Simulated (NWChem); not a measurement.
**Ionisation of NO$_{2}$**

SMILES: N(=O)[O]
```xyz
3

O     -1.0994     0.0000     0.1399
N      0.0000     0.0000    -0.3199
O      1.0994     0.0000     0.1399
```
Charge 0, spin multiplicity 2.

Everything below was run with NWChem. All single points use one geometry, from UB3LYP/def2-SVP, a minimum by its harmonic frequencies.

Basis set: def2-TZVP. The species with one electron less has spin multiplicity 1 and keeps the geometry of the parent. Δ marks differences of total energies (open shells unrestricted). −ε marks an orbital energy of the parent. That orbital need not have the symmetry of the hole or added electron in the Δ rows. That singlet is a closed-shell solution.

B3LYP has NWChem's definition, with VWN1-RPA local correlation. The structure started from a generated list of species. The unpaired electrons of the parent sit in orbitals of symmetry a1 (C2v labels of the run); other states weren't searched. The stability of the SCF solutions was not checked.

Q: For the first vertical ionisation energy, −ε(alpha HOMO) of PBE gives 6.33 eV and −ε(alpha HOMO) of B3LYP gives 8.04 eV. What do −ε(alpha HOMO) of r2SCAN, ΔB3LYP, ΔPBE give?

A: −ε(alpha HOMO) of r2SCAN: 6.86 eV; ΔB3LYP: 11.64 eV; ΔPBE: 11.08 eV.
